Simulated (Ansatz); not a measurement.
Mulliken charges of C₃H₅Cl, SMILES `C/C=C\Cl` from r2SCAN/def2-TZVPP in Ansatz (PBE0-D4/def2-TZVP geometry).

```json
{"atom": "C1", "x (Å)": "-0.032", "y (Å)": "0.964", "z (Å)": "-0.618", "charge (e)": "-0.099"}
{"atom": "C2", "x (Å)": "0.566", "y (Å)": "-0.194", "z (Å)": "0.107", "charge (e)": "-0.147"}
{"atom": "C3", "x (Å)": "-0.110", "y (Å)": "-1.142", "z (Å)": "0.737", "charge (e)": "-0.018"}
{"atom": "Cl4", "x (Å)": "-1.832", "y (Å)": "-1.171", "z (Å)": "0.809", "charge (e)": "-0.117"}
{"atom": "H5", "x (Å)": "-0.690", "y (Å)": "0.626", "z (Å)": "-1.423", "charge (e)": "0.066"}
{"atom": "H6", "x (Å)": "-0.644", "y (Å)": "1.574", "z (Å)": "0.052", "charge (e)": "0.066"}
{"atom": "H7", "x (Å)": "0.738", "y (Å)": "1.601", "z (Å)": "-1.052", "charge (e)": "0.052"}
{"atom": "H8", "x (Å)": "1.648", "y (Å)": "-0.287", "z (Å)": "0.134", "charge (e)": "0.095"}
{"atom": "H9", "x (Å)": "0.356", "y (Å)": "-1.970", "z (Å)": "1.254", "charge (e)": "0.103"}
```

By hand: the dipole of these point charges (1 e Å = 4.8032 D).

Σ q r = (0.280, 0.089, -0.066) e Å, of length 0.301 e Å = 1.45 D.

How does the dipole of the full density compare? (Estimate.)

The calculation gave: (0.285, 0.102, -0.074) e Å, 1.50 D; the point charges give 0.97 times that, at 2° from its direction.

Point charges leave out the atoms' own dipoles, such as those of lone pairs, and Mulliken's split depends on the basis, so the close match here is no proof of good charges.
